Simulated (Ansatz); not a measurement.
# CHOSi: the cost of one run

Computed with Ansatz 0.2.0, Gaussian basis. Level: def2-QZVPP, core rule «outside noble gas», up to 7 orbitals frozen.

To be run: UHF; ROHF; CCSD(T) on UHF.

2 further runs of the same task are left out: 2 set aside as unsound or not needed.

## (1) What is computed

The geometry is a PBE0/def2-TZVP stationary point (not a proven minimum) of the parent state, kept for this charge and spin.

4 atoms, charge 0, spin multiplicity 4.

Atoms are counted from 1 here; the program's logs count them from 0.

Bond lengths: O1–C2 1.331 Å, O1–Si3 1.857 Å, C2–Si3 1.748 Å, C2–H4 1.085 Å. Angles: C2–O1–Si3 64.0°, O1–C2–Si3 72.8°, O1–C2–H4 121.1°, Si3–C2–H4 166.2°, O1–Si3–C2 43.2°.

Geometry (Å):

```xyz
4

O     0.00000   -0.66891    0.84225
C     0.00000    0.66049    0.77021
Si    0.00000    0.05302   -0.86904
H     0.00000    1.27002    1.66802
```

## (2) UHF

Input file in.yaml:

```yaml
crystal:
  periodic: [false, false, false]
  atoms:
    - {symbol: O, position_ang: [0.000000, -0.668907, 0.842254]}
    - {symbol: C, position_ang: [0.000000, 0.660489, 0.770206]}
    - {symbol: Si, position_ang: [0.000000, 0.053019, -0.869044]}
    - {symbol: H, position_ang: [0.000000, 1.270023, 1.668016]}
basis:
  gaussian: {orbitals: "def2-QZVPP.json"}
magnetization: {spin_polarized: true, initial_magnetization: 3}
hamiltonian: {xc: hf}
output: {orbitals: {seedname: orbitals}}
```

On the command line:

```
ansatz run in.yaml --threads 1 --pin off --events-out ev --progress --plain --max-ram 2393MiB
```

Q: Estimate wall time and peak memory on 1 thread of AMD EPYC 9R45, shared host.

About 7 s, with a peak of 0.52 GiB.
